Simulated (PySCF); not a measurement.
## Dipole moment and polarisability of `CO[C@@H]1C=N1`

Species: C₃H₅NO.
SMILES with atom numbers: `[CH3:1][O:2][C@@H:3]1[CH:4]=[N:5]1` (hydrogens: H6, H7, H8 on C1; H9 on C3; H10 on C4)

Geometry (GFN2-xTB, Å), atoms numbered from 1 in this order:
```xyz
10
C3H5NO angstrom
C     -1.536    0.153    0.030
O     -0.264    0.772   -0.032
C      0.699    0.112    0.703
C      1.970   -0.201    0.087
N      1.221   -1.200    0.203
H     -2.204    0.771   -0.566
H     -1.898    0.105    1.062
H     -1.494   -0.859   -0.384
H      0.608    0.213    1.784
H      2.908    0.138   -0.280
```

Level: wB97X-D/def2-SVPD (PySCF), static field, nuclei fixed, core orbitals frozen in the response. The polarisability tensor in these axes (au):

```
x   54.03 -1.98 -1.87
y   -1.98 41.02  0.73
z   -1.87  0.73 38.33
```

Q: What are the eigenvalues, a third of the trace, and Δα (Δα² = ½Σ(αi − αj)² over the three pairs)?

A: Principal values 38.02, 40.80 and 54.56 au; mean 44.46 au = 6.59 Å³ = 7.33 × 10⁻⁴⁰ C²·m²/J; Δα = 15.34 au (35 % of the mean).

Q: What is the dipole moment, and where does it point?

A: (0.42, 0.86, 0.58) D, 1.12 D in size, pointing from the negative to the positive side. Measured along this direction, the outermost atoms are H8 at the negative end and H9 at the positive end.

Q: How large is μ²/3kT at 298 K beside α?

A: In Gaussian units μ²/3kT = 10.21 Å³ against 6.59 Å³, a ratio of 1.55; the Debye molar polarisation (4π/3)N_A(α + μ²/3kT) is 42.4 cm³/mol, leaving out the vibrational part.

Q: Give the eigenvalues of the traceless quadrupole moment Θ = ½Σq(3rr − r²1), origin at the centre of nuclear charge.

A: -10.25, -0.24, 10.49 D·Å. The values depend on the origin, since the dipole doesn't vanish. The electronic extent ⟨r²⟩ about the same centre is 389 bohr², a root-mean-square distance of 1.69 Å for the 38 electrons.

Q: Directions of the eigenvectors, and the extent of the frame along each?

A: Largest value along (0.98, -0.15, -0.12), where the nuclei span 5.08 Å; middle along (0.17, 0.97, 0.16), 1.85 Å; least along (0.09, -0.18, 0.98), 2.66 Å. The strongest response lies along the longest span, while the other two are in reverse order.

Isolated species at its GFN2-xTB geometry (one conformer only).
